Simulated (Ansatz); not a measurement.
Geometry optimisation, UKS revPBE-D4/def2-SVP in Ansatz.

Input file:

```yaml
crystal:
  periodic: [false, false, false]
  atoms:
    - { symbol: C, position_ang: [-0.837, 0.7086, -1.5647] }
    - { symbol: Al, position_ang: [0.1943, 0.6406, 0.0893] }
    - { symbol: C, position_ang: [0.6097, -1.1324, 0.8552] }
    - { symbol: H, position_ang: [-1.7979, 0.2863, -1.41] }
    - { symbol: H, position_ang: [-1.0304, 1.811, -1.869] }
    - { symbol: H, position_ang: [0.7061, 1.9943, 0.8021] }
    - { symbol: H, position_ang: [0.2302, -1.9314, 0.2418] }
    - { symbol: H, position_ang: [1.783, -1.2383, 0.9007] }
    - { symbol: H, position_ang: [0.2304, -1.1849, 1.9374] }
magnetization:
  spin_polarized: true
  initial_magnetization: 1
basis:
  gaussian: { orbitals: def2-SVP }
hamiltonian:
  xc: revpbe
  dispersion: d4
relax:
  f_tol: 0.015
  max_steps: 40
```

Launched with:

```bash
$ ansatz run input.yaml --threads 2 --pin off --max-ram 3072MiB --backend cpu --events-out ev --progress --plain --runs-dir out
```

Where does it end, and by what steps?

The forces met the threshold. The force dipped under the threshold on the way, but the program's further checks kept it going. After 7 steps the energy has fallen by 0.641 eV; H4 moved furthest, 0.55 Å.

```csv
step,energy less start (eV),largest force component (eV/Å),accepted
0,0.0000,2.999,yes
1,-0.4597,1.537,yes
2,-0.5998,0.571,yes
3,-0.6382,0.112,yes
4,-0.6391,0.101,yes
5,-0.6410,0.018,yes
6,-0.6413,0.005,yes
7,-0.6414,0.014,yes
```

```xyz
9
Properties=species:S:1:pos:R:3
C -1.011 0.893 -1.342
Al 0.235 0.677 0.144
C 0.622 -1.109 0.889
H -1.540 0.055 -1.839
H -1.279 1.867 -1.800
H 0.929 1.993 0.749
H 0.134 -1.933 0.328
H 1.716 -1.311 0.907
H 0.282 -1.178 1.947
```

Whether the end is a true minimum wasn't checked by a vibrational analysis.

Run time: 11 s on 2 threads of Arm Neoverse V2, with other jobs on the host, peak memory 0.15 GiB.
